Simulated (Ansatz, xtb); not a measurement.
Homolysis of single bonds, series formyl-X. Gas-phase values, no solvent. One relaxed conformer stands for each flexible species; it need not be the lowest. Strings in code marks are SMILES.

Quantity: homolytic bond dissociation enthalpy at 298 K (no spin–orbit term), in kcal/mol. The restricted reference of `O=CC=O` is unstable towards unrestricted orbitals. Thermal and zero-point terms are GFN2-xTB rigid-rotor harmonic values (xtb).

Case: C–C bond of `O=CC=O` (O–C–C–O torsion 180°), giving `[CH]=O` and `[CH]=O`. Geometry of `O=CC=O` (neutral, multiplicity 1, Å):

```xyz
6

O     -1.2245     0.0659    -1.2071
C     -0.7501    -0.0394    -0.1128
C      0.7501     0.0394     0.1128
O      1.2245    -0.0659     1.2071
H     -1.3502    -0.1992     0.8049
H      1.3502     0.1992    -0.8049
```

Give the homolytic bond dissociation enthalpy at 298 K (no spin–orbit term) at the level frozen-core CCSD(T)/cc-pVTZ // PBE0-D3(BJ)/def2-TZVP (Ansatz, an electronic-structure program).

70.6 kcal/mol.
